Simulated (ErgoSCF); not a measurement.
# HO2 (hydroperoxy): a chain of runs

We compute a single-point energy (UHF/cc-pVDZ), then the energy (UHF/aug-cc-pVDZ), then the energy (UHF/aug-cc-pVTZ) of HO2 (hydroperoxy). 

The calculation is run with ErgoSCF 3.8.

### Step 1. The system as given

The species is HO2 (3 atoms), meant as a doublet with charge 0. As SMILES, `[O]O`. The coordinates come from a GFN2-xTB relaxation.

Bond lengths: O1–O2 1.302 Å, O2–H3 0.983 Å. Angles: O1–O2–H3 108.4°.

### Step 2. The energy at UHF/cc-pVDZ (run 1)

Input file geom.xyz:

```xyz
3

O     -0.366460     0.947510    -0.094170
O     -0.239810    -0.346560    -0.168450
H      0.606270    -0.600950     0.262620
```

Input file job.ego:

```
set_nthreads("env")
molecule "geom.xyz"
scf.max_number_of_iterations = 70
scf.use_diagonalization = 1
basis = "cc-pVDZ"
spin_polarization = 1
tmpdir = "."
scf.output_mulliken_pop = 1
run "HF"
```

The basis set cc-pVDZ is read from a file made from the Basis Set Exchange's data (not shown).

Command:

```console
$ ergo < job.ego
```

Log:

```text
[...]
INSC SCF_general constructor, number of basis functions: 33
[...]
INSC Energy   1 =        -62.50815612965
[...]
INDE E_LUMO =          0.14305427539
[...]
INSC Energy  19 =       -150.18720341162  ( diff     -0.000000000026319 )
[...]
RESC CONVERGED after  19 iterations.
RESC FINAL ENERGY:       -150.18720341162
RESC FINAL <S2> =          0.75875099404
[...]
INSC SCF: dipole_moment_x [atomic units] =       0.66985575
INSC SCF: dipole_moment_y [atomic units] =      -0.35759638
INSC SCF: dipole_moment_z [atomic units] =       0.32402370
[...]
```

Wall time 4.8 s (1 thread of Arm Neoverse V2, shared host); peak memory 0.26 GiB.

### Step 3. The energy at UHF/aug-cc-pVDZ (run 2)

geom.xyz is that of step 2.

job.ego: that of step 2 with these lines changed.

```diff
@@ -4,3 +4,3 @@
 scf.use_diagonalization = 1
-basis = "cc-pVDZ"
+basis = "aug-cc-pVDZ"
 spin_polarization = 1
```

The basis set aug-cc-pVDZ is read from a file made from the Basis Set Exchange's data (not shown).

Command:

```console
$ ergo < job.ego
```

Log:

```text
[...]
INSC SCF_general constructor, number of basis functions: 55
[...]
INSC Energy   1 =        -49.74861899764
[...]
INDE E_LUMO =          0.03599025312
[...]
INSC Energy  22 =       -150.20234909126  ( diff     -0.000000000017167 )
[...]
RESC CONVERGED after  22 iterations.
RESC FINAL ENERGY:       -150.20234909126
RESC FINAL <S2> =          0.76258916537
[...]
INSC SCF: dipole_moment_x [atomic units] =       0.64654394
INSC SCF: dipole_moment_y [atomic units] =      -0.37676851
INSC SCF: dipole_moment_z [atomic units] =       0.30925309
[...]
```

It took 17 s on 1 thread of Arm Neoverse V2, shared host; peak memory 0.26 GiB.

### Step 4. The energy at UHF/aug-cc-pVTZ (run 3)

geom.xyz is that of step 3.

job.ego: that of step 3 with these lines changed.

```diff
@@ -4,3 +4,3 @@
 scf.use_diagonalization = 1
-basis = "aug-cc-pVDZ"
+basis = "aug-cc-pVTZ"
 spin_polarization = 1
```

The basis set aug-cc-pVTZ is read from a file made from the Basis Set Exchange's data (not shown).

Command:

```console
$ ergo < job.ego
```

Log:

```text
[...]
INSC SCF_general constructor, number of basis functions: 115
[...]
INSC Energy   1 =        -25.13089844202
[...]
INDE E_LUMO =          0.03023802561
[...]
INSC Energy  20 =       -150.23952044302  ( diff     -0.000000000043599 )
[...]
RESC CONVERGED after  20 iterations.
RESC FINAL ENERGY:       -150.23952044302
RESC FINAL <S2> =          0.76319867157
[...]
INSC SCF: dipole_moment_x [atomic units] =       0.63904169
INSC SCF: dipole_moment_y [atomic units] =      -0.37190089
INSC SCF: dipole_moment_z [atomic units] =       0.30571943
[...]
```

It took 4.4 min on 1 thread of Arm Neoverse V2, shared host; peak memory 0.29 GiB.

### Step 5. Summary of results

| quantity | value |
| --- | --- |
| run 1, UHF/cc-pVDZ: total energy | -150.18720 Eh |
| run 1, UHF/cc-pVDZ: dipole moment | 2.10 D |
| run 1, UHF/cc-pVDZ: ⟨S²⟩ | 0.759 |
| run 2, UHF/aug-cc-pVDZ: total energy | -150.20235 Eh |
| run 2, UHF/aug-cc-pVDZ: dipole moment | 2.06 D |
| run 2, UHF/aug-cc-pVDZ: ⟨S²⟩ | 0.763 |
| run 3, UHF/aug-cc-pVTZ: total energy | -150.23952 Eh |
| run 3, UHF/aug-cc-pVTZ: dipole moment | 2.03 D |
| run 3, UHF/aug-cc-pVTZ: ⟨S²⟩ | 0.763 |

In words: Mulliken charges (run 2, UHF/aug-cc-pVDZ) run from -0.19 on O2 to +0.25 on H3; in a basis this large or diffuse they mean little. Mulliken charges (run 3, UHF/aug-cc-pVTZ) run from -0.19 on O2 to +0.29 on H3; in a basis this large or diffuse they mean little.
